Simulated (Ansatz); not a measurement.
Born–Oppenheimer molecular dynamics of Cl + H4OSi (7 atoms, charge -1, multiplicity 1). It starts from a relaxed structure.

The calculation used RKS PBE0/def2-SVP (Ansatz 0.2.0).

```
ensemble                      : NVE (velocity Verlet)
time step                     : 0.25 fs
steps asked                   : 300
starting velocities drawn for : 200 K
seed                          : 875638
```

First frame:

```xyz
7
Properties=species:S:1:pos:R:3
Cl -0.614 -2.342 -0.673
Si 0.309 0.578 -0.026
O -0.837 -0.005 1.014
H -0.103 0.798 -1.450
H 0.588 1.980 0.487
H 1.656 -0.080 -0.003
H -1.000 -0.930 0.651
```

Question: How far do the bonds stretch over the last three quarters of this one trajectory? (Pairs bonded in most of those frames.)

Answer: 
```tsv
bond	mean (Å)	spread (Å)	shortest	longest
Si2–O3	1.669	0.010	1.65	1.68
Si2–H4	1.500	0.006	1.49	1.51
Si2–H5	1.526	0.024	1.49	1.56
Si2–H6	1.502	0.035	1.45	1.55
O3–H7	0.995	0.006	0.99	1.01
```

Mean temperature of the second half: 104 K. The conserved energy stayed within 0.014 meV per atom of its start (net change 0.007 meV per atom), so the integration is sound. The temperature averaged 0.52 of the 200 K drawn at the start: a run that starts near a minimum puts about half its kinetic energy into the potential. A run of 0.075 ps of so small a system gives no equilibrium averages. Limits of this set-up: an anion without diffuse functions, the dipole of an ion depends on the origin.

Run time: 8.6 min on 1 thread of Arm Neoverse V1, with other jobs on the host, peak memory 0.12 GiB.
